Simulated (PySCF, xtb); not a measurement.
C2H7N, SMILES CNC.

GFN2-xTB in xtb at its own geometry gives an orbital gap of 11.21 eV and a dipole moment of 1.18 D.

Geometry: B3LYP-D3(BJ)/def2-TZVP.

Task: What does PBE/def2-TZVPD (PySCF) give? (The exact figures need the calculation; the answer reports its results.)

Result: gap 4.77 eV (levels -4.99 and -0.22 eV), dipole 0.92 D.
